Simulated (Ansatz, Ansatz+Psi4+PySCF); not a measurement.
```tsv
atom	x (Å)	y (Å)	z (Å)
N	0.0000	0.0000	0.0000
N	0.0000	0.0000	1.2900
```

Basis set: cc-pVTZ (spherical functions). Correlated methods keep 2 orbitals frozen. Correlation on ROHF uses semicanonical orbitals with singles. Charge 0, multiplicity 3.

Computed with Ansatz (development build ahead of 0.2.0); each method stands on the lowest determinant of its kind that the runs found.

Problem. Give the atomization energy at this shape (free ground-state atoms in the same class of orbitals less the molecule, no zero-point energy) of triplet N₂ by ROHF-CCSD(T), ROHF-CCSD, UHF-CCSD(T), UHF-CCSD, ROHF-MP2, UHF-MP2, ROHF, UHF.

Solution.

```
      method  atomization energy
ROHF-CCSD(T)        277.8 kJ/mol
   ROHF-CCSD        240.3 kJ/mol
 UHF-CCSD(T)        273.9 kJ/mol
    UHF-CCSD        236.8 kJ/mol
    ROHF-MP2        264.8 kJ/mol
     UHF-MP2        188.7 kJ/mol
        ROHF        -62.2 kJ/mol
         UHF        -38.4 kJ/mol
```

Caution: another spin multiplicity may lie lower. Caution for ROHF-CCSD(T), ROHF-CCSD, ROHF-MP2: a plain start can end on a higher determinant. Caution for ROHF-CCSD(T), ROHF-CCSD, UHF-CCSD(T), UHF-CCSD, ROHF-MP2, UHF-MP2: large amplitudes, a single reference is doubtful. Caution for ROHF-CCSD(T), ROHF-CCSD: the program doubts this total. Caution for UHF-CCSD(T), UHF-CCSD, UHF-MP2, UHF: the determinant breaks the point group; the unrestricted determinant is spin contaminated. Caution for UHF-MP2: another reference gives a lower total.
